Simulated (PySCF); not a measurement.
tetrafluoromethane cation (CF₄), SMILES FC(F)(F)F (connectivity only; charge and spin as stated), charge +1, multiplicity 2.

Coordinates come from a B3LYP-D3(BJ)/def2-SVP optimisation. The geometry has at least one imaginary mode, so it is a saddle point at that level. The spin state was assumed, not searched.

Method: TDA-LC-ωPBE/def2-SVPD (PySCF).

Vertical excitations; the highest root listed may be one member of a degenerate set. Gas-phase values at a fixed geometry.

Computed lowest excited states:
| state | energy (eV) | λ (nm) | f | main pairs |
|---|---|---|---|---|
| root 1 | 0.34 | 3690 | 0.001 | β HOMO→LUMO, β HOMO−2→LUMO (degenerate set) |
| root 2 | 0.34 | 3690 | 0.001 | β HOMO−1→LUMO, β HOMO−3→LUMO (degenerate set) |
| root 3 | 1.26 | 982 | 0.000 | β HOMO−5→LUMO 100 % |
| root 4 | 1.85 | 669 | 0.025 | β HOMO−2→LUMO, β HOMO→LUMO (degenerate set) |
| root 5 | 1.85 | 669 | 0.025 | β HOMO−3→LUMO, β HOMO−1→LUMO (degenerate set) |
| root 6 | 2.00 | 621 | 0.000 | β HOMO−6→LUMO 100 % |
| root 7 | 3.09 | 401 | 0.067 | β HOMO−4→LUMO 95 % |
| root 8 | 5.77 | 215 | 0.000 | β HOMO−9→LUMO 100 % |
| root 9 | 6.02 | 206 | 0.042 | β HOMO−8→LUMO (degenerate set) |
| root 10 | 6.02 | 206 | 0.042 | β HOMO−7→LUMO (degenerate set) |
Unrestricted roots are not spin-pure.
